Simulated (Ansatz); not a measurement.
# AlH₃+ (doublet): from Hartree-Fock to the top rungs, cc-pVDZ

Aim: climb from Hartree-Fock through coupled cluster for AlH₃+ (doublet) at one geometry and basis, and see what each rung misses.

Computed with Ansatz 0.2.0, Gaussian basis. Level: cc-pVDZ, core rule «outside noble gas», up to 5 orbitals frozen.

To be run: UHF; CCSD(T) on ROHF; CCSD(T) on UHF; BCCD(T) on ROHF; CISD; CCSDT(Q) on ROHF; CCSDT(Q) on UHF; CISDTQ; Full CI.

32 further runs of the same task are left out: 2 for a mislabelled method, 8 for a known fault of the program, 10 that didn't finish, 12 set aside as unsound or not needed.

### Step 1. What is computed

The geometry is a PBE0/def2-TZVP stationary point (not a proven minimum) of the parent state, kept for this charge and spin.

4 atoms, charge 1, spin multiplicity 2.

Atoms are counted from 1 here; the program's logs count them from 0.

Bond lengths: Al1–H2 1.590 Å, Al1–H3 1.843 Å, Al1–H4 1.843 Å, H3–H4 0.841 Å. Angles: H2–Al1–H3 101.8°, H2–Al1–H4 101.8°, H3–Al1–H4 26.4°, Al1–H3–H4 76.8°, Al1–H4–H3 76.8°.

### Step 2. UHF

Contents of in.yaml:

```yaml
crystal:
  periodic: [false, false, false]
  atoms:
    - {symbol: Al, position_ang: [0.000000, 0.074413, -0.095633]}
    - {symbol: H, position_ang: [0.000000, -1.372409, -0.753982]}
    - {symbol: H, position_ang: [0.420650, -0.309773, 1.656991]}
    - {symbol: H, position_ang: [-0.420650, -0.309773, 1.656991]}
basis:
  gaussian: {orbitals: cc-pVDZ}
total_charge: 1
magnetization: {spin_polarized: true, initial_magnetization: 1}
hamiltonian: {xc: hf}
output: {orbitals: {seedname: orbitals}}
```

Launch:

```sh
$ ansatz run in.yaml --threads 1 --pin off --events-out ev --progress --plain --max-ram 2393MiB
```

Further steps of the session: CCSD(T) on ROHF; CCSD(T) on UHF; BCCD(T) on ROHF; CISD; CCSDT(Q) on ROHF; CCSDT(Q) on UHF; CISDTQ; Full CI.

**Question.** What will the summary of the whole plan be? Wanted: FCI below the RHF energy; RMP2 from FCI; UMP2 from FCI; RCCSD from FCI; RCCSD(T) from FCI; UCCSD(T) from FCI; RCCSDT(Q) from FCI; UCCSDT(Q) from FCI; T1 diagnostic.

The runs gave:

| quantity | value |
| --- | --- |
| FCI below the RHF energy | -2.2379 eV |
| RMP2 from FCI | +58.6 kJ/mol |
| UMP2 from FCI | +57.3 kJ/mol |
| RCCSD from FCI | +3.3 kJ/mol |
| RCCSD(T) from FCI | +1.0 kJ/mol |
| UCCSD(T) from FCI | +0.9 kJ/mol |
| RCCSDT(Q) from FCI | 0.0 kJ/mol |
| UCCSDT(Q) from FCI | 0.0 kJ/mol |
| levels within 1 kcal/mol (43 meV) | RCCSD, UCCSD, RCCSD(T), UCCSD(T), BCCD(T), RCCSDT, UCCSDT, CISDTQ, RCCSDT(Q), UCCSDT(Q) |
| T1 diagnostic | 0.026 |
| effectively unpaired electrons | 1.03 |

What this shows: RCCSD(T) lands +1.0 kJ/mol from the yardstick (0.4 % of the correlation energy). One determinant dominates. These misses are within one basis, not against nature; the frozen cores of restricted and unrestricted runs differ, which can shift their rows.
